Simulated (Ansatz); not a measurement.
Input file:

```yaml
crystal:
  periodic: [false, false, false]
  atoms:
    - {symbol: C, position_ang: [0.000000, 0.000000, 0.044733]}
    - {symbol: C, position_ang: [0.000000, 0.000000, -1.155483]}
    - {symbol: H, position_ang: [0.000000, 0.000000, 1.110750]}
basis:
  gaussian: {orbitals: cc-pVDZ}
total_charge: 1
magnetization: {spin_polarized: true, initial_magnetization: 0}
correlation: {method: ccsdtq, electrons: outside_noble_gas}
```

```sh
$ ansatz run in.yaml --threads 2 --pin off --events-out ev --progress --plain --max-ram 15360MiB --backend cuda --devices 0, --max-vram 18GiB
```

The program prints:

```
570 factors; integrals over basis functions are off by at most 1.3e-7 eV
mean field evaluation 1: about -2054.3317 eV, gradient 2.4e1 eV
mean field evaluation 2: about -2054.3376 eV, gradient 2.4e1 eV
mean field evaluation 4: about -2057.5639 eV, gradient 2.7e0 eV
mean field evaluation 8: about -2057.7201 eV, gradient 7.4e-2 eV
mean field evaluation 16: about -2058.1214 eV, gradient 2.7e0 eV
mean field evaluation 32: about -2061.5294 eV, gradient 3.6e-6 eV
mean field evaluation 64: about -2057.7154 eV, gradient 7.4e-2 eV
mean field evaluation 96: about -2060.5419 eV, gradient 7.4e-2 eV
mean field evaluation 128: about -2060.8258 eV, gradient 8.8e0 eV
mean field evaluation 160: about -2061.5167 eV, gradient 8.8e-1 eV
...
cycle  19  -5.94251116 eV  change   -3.9e-4 eV  update   6.2e-5
cycle  20  -5.94260901 eV  change   -9.8e-5 eV  update   3.1e-5
cycle  21  -5.94264880 eV  change   -4.0e-5 eV  update   1.8e-5
cycle  22  -5.94267125 eV  change   -2.2e-5 eV  update   1.1e-5
cycle  23  -5.94267419 eV  change   -2.9e-6 eV  update   7.3e-6
cycle  24  -5.94267196 eV  change    2.2e-6 eV  update   4.4e-6
cycle  25  -5.94268441 eV  change   -1.2e-5 eV  update   2.6e-6
cycle  26  -5.94268637 eV  change   -2.0e-6 eV  update   1.4e-6
cycle  27  -5.94268767 eV  change   -1.3e-6 eV  update   8.9e-7
cycle  28  -5.94268739 eV  change    2.8e-7 eV  update   6.6e-7
WARN: the results are in doubt because among natural orbitals full CI differs from the method by +1.333 eV
Total energy: -2067.47212247 eV, -75.9781991178 hartree
In doubt: among natural orbitals full CI differs from the method by +1.333 eV
```

Ran on 2 threads of AMD EPYC 7R13 with a shared H100 80 GB, shared host: 20 s wall, 0.82 GiB peak host memory.
